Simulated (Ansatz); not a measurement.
Results of r²SCAN in Ansatz (PAW) for bcc Ta.

Settings: plane-wave cutoff 500 eV, 12×20×1 k mesh (along the axes of the cell as run), Fermi–Dirac smearing 0.1 eV, scalar-relativistic PAW data made under PBE.

Problem. Give the computed surface energy of the (211) face and work function of the (211) face.

Solution. 
- surface energy of the (211) face = 2.93 J/m²
- work function of the (211) face = 3.97 eV

The slab of 12 atoms is relaxed and unreconstructed.

Spin–orbit coupling is not included.

Static lattice: no zero-point or thermal effects.

Ansatz is an electronic-structure program.
